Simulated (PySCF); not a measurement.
Species: Mg(SiH3)2.
Cartesian coordinates in Å at the PBE0-D3(BJ)/def2-SVP level; atoms count from 1:
```
atom  x, y, z in Å
Mg1    0.010    0.014    0.000
Si2    0.000   -0.017    2.587
H3     0.898   -1.079    3.160
H4    -1.364   -0.280    3.161
H5     0.458    1.279    3.195
Si6    0.002    0.020   -2.587
H7     1.332    0.396   -3.179
H8    -0.993    0.988   -3.165
H9    -0.343   -1.321   -3.172
```

Method: delta-SCF UKS SCAN, pcX-2 on the ionised atom, pcseg-1 elsewhere, spin-free X2C (PySCF 2.14.0). The ground state was rerun for each ionised atom, in the same mixed basis as its hole state.

```json
{"ionised atom": "Mg1", "basis functions": "111", "E(ground) (Eh)": "-784.09477", "binding energy (eV)": "1310.998"}
{"ionised atom": "Si2", "basis functions": "118", "E(ground) (Eh)": "-784.11034", "binding energy (eV)": "1845.352"}
```

Question: Fill in the total energy of each core-ionised state.

Answer: With binding energy = E(ionised) − E(ground) and 27.2114 eV a hartree:

| atom | binding energy (Eh) | E(ionised) (Eh) |
| --- | --- | --- |
| Mg1 | 48.1783 | -735.9165 |
| Si2 | 67.8154 | -716.2949 |

Question: How much do the ground-state energies differ, and what would follow from using one of them for all holes?

Answer: They run from -784.1103 Eh (core basis on Si2) to -784.0948 Eh (on Mg1), 0.0155 Eh or 0.42 eV apart, though the state is the same; only basis and grid differ. Pairing the ion of Mg1 with the ground state of Si2 would put its binding energy 0.42 eV too high.

Only 1s holes are shown. Atoms equivalent by their bonding share one computed value, that of the first of them. Geometry: PBE0-D3(BJ)/def2-SVP; no solvent, vibrations or thermal averaging.

The run took 8.5 s of wall time on one thread, Arm Neoverse V1, no GPU (shared host).
